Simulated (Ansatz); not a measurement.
A made-up structure of C₂H₃Si, doublet:

| atom | x (Å) | y (Å) | z (Å) |
| --- | --- | --- | --- |
| C1 | -0.3897 | 0.3187 | -0.2809 |
| Si2 | -1.4940 | -0.8573 | -0.7405 |
| C3 | 1.1107 | 0.4974 | 0.5729 |
| H4 | -2.7145 | -1.1272 | -1.4143 |
| H5 | 1.6124 | -0.3599 | 1.0066 |
| H6 | 1.5820 | 1.4634 | 0.6943 |

It is relaxed with PBE-D4/def2-SVP and then PBE0-D4/def2-TZVP (Ansatz 0.2.0). Atoms count as bonded within 1.22 times the sum of their covalent radii (H–H: 0.88 Å). The end point is not checked to be a true minimum.

Problem. Does its bonding change? (Judge from chemistry; the calculation decides.)

Solution. The calculation gives: No: no bond forms or breaks.

Where it ends: The first stage lowers the energy by 2.71 eV in 16 steps. It ends as C₂H₃Si ([CH2][C][SiH]):
```xyz
6
angstrom
C -0.0776 -0.1180 -0.2548
Si -1.1669 -1.1822 -1.1476
C 0.8632 0.3998 0.4860
H -2.4548 -0.4335 -0.8748
H 1.4395 -0.1923 1.1960
H 1.1034 1.4614 0.4333
```

Labels in which every atom is bracketed show which atoms are joined, not bond orders.

For scale, one of the runs: PBE0-D4/def2-TZVP relaxation, 117 basis functions, launched by `ansatz run in.yaml --threads 2 --pin off --events-out ev --progress --plain --max-ram 4352MiB`. The run took about 24 s on 2 CPU threads of an Arm Neoverse V2 (shared host).
